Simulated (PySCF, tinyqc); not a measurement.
A ladder of methods, and size consistency: correlation methods against full CI in the sto-3g basis, for BH, spin multiplicity 1. Computed by the program tinyqc with PySCF. 

Geometry (angstrom):

| atom | x | y | z |
|---|---|---|---|
| B | 0.0000 | 0.0000 | 0.0000 |
| H | 0.0000 | 0.0000 | 1.6200 |

RHF energy of one = -24.697824 hartree

All electrons correlated; +Q is the Davidson correction (1 - c0^2) E_corr. The last columns treat two copies 100 angstrom apart as one system. FCI is the lowest singlet.

Correlation energies (hartree):

| method | E_corr of one | share of FCI (%) | E_corr of two at 100 angstrom | two minus twice one (mhartree) |
|---|---|---|---|---|
| MP2 | -0.04018 | 52.798 | -0.08036 | 0.000 |
| CISD | -0.07248 | 95.242 | -0.13352 | 11.445 |
| CISD+Q | -0.07924 | 104.122 | -0.15303 | 5.455 |
| CCSD | -0.07594 | 99.787 | -0.15188 | 0.000 |
| CCSD(T) | -0.07600 | 99.868 | -0.15201 | 0.000 |
| FCI | -0.07610 | 100.000 | - | - |

MP2 recovers 53 %, CISD 95.2 % and CCSD 99.8 % of the FCI value (c0^2 = 0.907 in CISD). MP2 and coupled cluster are size consistent, so their last column vanishes; CISD loses 11.45 mhartree, since a double excitation on each copy is a quadruple of the pair, and the Davidson correction leaves +5.45. The restricted reference is unstable here: a spin-polarised solution lies 0.0055 hartree lower (PySCF), so results built on it describe a poor reference.
